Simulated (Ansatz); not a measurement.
hcp against bcc along the alkali metals

The calculation used DFT, r2SCAN, plane waves (500 eV) with PAW, scalar-relativistic (Ansatz). (PAW data from PBE, frozen cores regenerated.)

Each structure is relaxed within its symmetry, in the lowest magnetic state of the tried starts. Differences under about 8 meV lie within the error of the k-point mesh.

```
element  E(hcp) − E(bcc) (meV/atom)  V(hcp) (Å³/atom)  V(bcc) (Å³/atom)       state of hcp       state of bcc
     Li                          -2             21.00             21.00  spin not included  spin not included
     Na                          -1             37.71             37.71  spin not included  spin not included
      K                           1             76.52             76.13  spin not included  spin not included
     Rb                           1             95.40             94.33  spin not included  spin not included
     Cs                           2            124.10            123.23  spin not included  spin not included
```
